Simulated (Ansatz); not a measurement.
Reaction: H3BSO2 (borothioic acid, SMILES OB(O)S) → H2BSO (SMILES O[B]S, doublet) + HO (SMILES [OH], doublet) (the B-O bond breaks)
Each species at its own B3LYP-D3(BJ)/def2-TZVP minimum (Ansatz, a quantum-chemistry and plane-wave program), one conformer.

Property: bond dissociation energy (electronic), in kJ/mol. UHF or UKS for unpaired electrons; spin-orbit terms are left out. CBS(X,Y): correlation extrapolated as X^-3, Hartree-Fock from the larger set. A bracket is a step between two methods taken in the basis named. Functionals run without relativity, which enters their misses. '+ core + X2C': CCSD(T) terms for core correlation (cc-pwCVTZ, 1s frozen past Ne) and scalar relativity (cc-pVTZ-DK).

CCSD(T)/CBS(cc-pV(T+d)Z,cc-pV(Q+d)Z) + [CCSDT(Q) - CCSD(T)]/cc-pV(D+d)Z + core + X2C (Ansatz) gives 612.2 kJ/mol.

Task: What does PBE/def2-TZVPD (Ansatz) give here, and how do the other levels compare?

Result: PBE gives 590.4 kJ/mol, 21.8 kJ/mol below it. Differences of the others: B3LYP/def2-TZVPD (Ansatz) -33.1; CCSD(T)/CBS(cc-pV(T+d)Z,cc-pV(Q+d)Z) + core + X2C (Ansatz) 0.2 kJ/mol. Nearer than PBE: CCSD(T)/CBS(cc-pV(T+d)Z,cc-pV(Q+d)Z) + core + X2C.
